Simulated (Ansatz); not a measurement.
System: 1T (CdI2-type) HfS2. Method: PBE0 (plane waves, PAW; Ansatz, a first-principles code).

Run with plane-wave cutoff 460 eV, 9×9×4 k mesh (along the axes of the cell as run), Fermi–Dirac smearing 0.01 eV, scalar-relativistic PAW data made under PBE.

Computed at the level's own relaxed cell.

Estimate the equilibrium lattice constant a, c axis length, band gap and smallest direct gap on the k points sampled that the calculation returns.


- equilibrium lattice constant a = 3.649 Å
- c axis length = 6.598 Å
- band gap = 2.79 eV
- smallest direct gap on the k points sampled = 3.71 eV

Measured, for comparison: band gap 1.8 eV (temperature not stated, not corrected to a static lattice, fundamental, indirect, our sources range from 1.80 to 1.96; as tabulated in Rybak et al. (2022), arXiv:2210.12074); lattice constant a 3.635 Å (temperature not stated, not corrected to a static lattice; as tabulated in Björkman (2014), arXiv:1406.2436); lattice parameter c 5.83 Å (temperature not stated, zero-point anharmonic expansion removed (computed with revB86b-DF2); no thermal correction; as tabulated in Björkman (2014), arXiv:1406.2436). Computed (rounded) less measured: lattice constant a +0.4 %, lattice parameter c +13.2 %.

Note: the cell comes from a level without a dispersion term, which matters for the spacing of layers, chains or molecules; the cell has widely spaced layers and the level no dispersion term, so their spacing and the moduli can rest on weak binding.

Spin–orbit coupling is not included.

The computed numbers hold no vibrational or temperature effects.
